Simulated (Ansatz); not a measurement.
Constitutional and geometric isomers with formula C3H3N. All species are isolated molecules in the gas phase. Strings in code marks are SMILES.

Quantity: electronic energy of isomers of C3H3N relative to `C=CC#N`, in kcal/mol. The restricted reference of `C=CC#N`, `[H]/N=C\C#C`, `C#CN=C` and `C=C=C=N` is unstable towards unrestricted orbitals.

A: `C=C=C=N`
B: `C#CN=C`
C: `[H]/N=C\C#C`
D: `N=c1cc1`

### Question
Rank these by electronic energy of isomers of C3H3N relative to `C=CC#N` (lowest first), as frozen-core CCSDT(Q)/6-31g // B3LYP-D3(BJ)/def2-TZVP (Ansatz, a program for electronic structure) gives it.

### Answer
C (38.2 kcal/mol), A (46.9 kcal/mol), B (49.6 kcal/mol), D (71.5 kcal/mol)
